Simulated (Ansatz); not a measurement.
# Worked example: correlation energy of HNP, quartet

Geometry: that of the HNP, doublet, kept fixed. The doublet lies 3.7 eV lower here.

```yaml
atoms:
  - { symbol: N, position_ang: [0.0000, -0.1179, 1.0172] }
  - { symbol: P, position_ang: [0.0000, 0.0319, -0.5145] }
  - { symbol: H, position_ang: [0.0000, 0.6571, 1.6748] }
```

Basis 6-31G; Ansatz 0.2.0. Correlated methods freeze the noble-gas cores, which leaves 11 electrons in 18 orbitals. Prefix R: restricted or restricted open-shell reference; prefix U: unrestricted.

Full CI is exact within this basis and frozen core; it isn't the basis-set limit. The frozen core follows each run's orbitals, which can shift R against U totals by a few meV.

The cluster runs stand on a determinant 0.10 eV above the lowest UHF solution, chosen by trial CCSD; the correlation energy below is counted from it.

Runs differ by some tens of microhartree through their thresholds and, for an open shell, their frozen cores, so steps under 0.1 kcal/mol mean nothing.

| level | total energy (hartree) |
| --- | --- |
| UHF determinant under the cluster runs | -395.546844 |
| UMP2 | -395.653898 |
| UCCSD | -395.672452 |
| UCCSD(T) | -395.674527 |
| UCCSDT | -395.675018 |
| UCCSDT(Q) | -395.675326 |
| UCCSDTQ | -395.675319 |
| full CI | -395.675318 |

**Question.** What is the correlation energy at full CI, and what share of it do UMP2 and UCCSD(T) recover?

**Answer.** E(corr) = -395.675318 − (-395.546844) = -0.128474 hartree = -3.496 eV. UMP2: -0.107054 / -0.128474 = 83.33 %. UCCSD(T): -0.127683 / -0.128474 = 99.38 %.

**Question.** By how many kcal/mol does UCCSD(T) miss full CI (1 hartree = 627.509 kcal/mol), and which steps make up the rest?

**Answer.** -395.674527 − (-395.675318) = 0.000791 hartree = 0.50 kcal/mol. Steps: UCCSDT − UCCSD(T) = -0.31, UCCSDT(Q) − UCCSDT = -0.19, UCCSDTQ − UCCSDT(Q) = 0.00, full CI − UCCSDTQ = 0.00 kcal/mol. That is within 1 kcal/mol of the reference in this basis, which itself misses far more of the correlation at the basis-set limit.
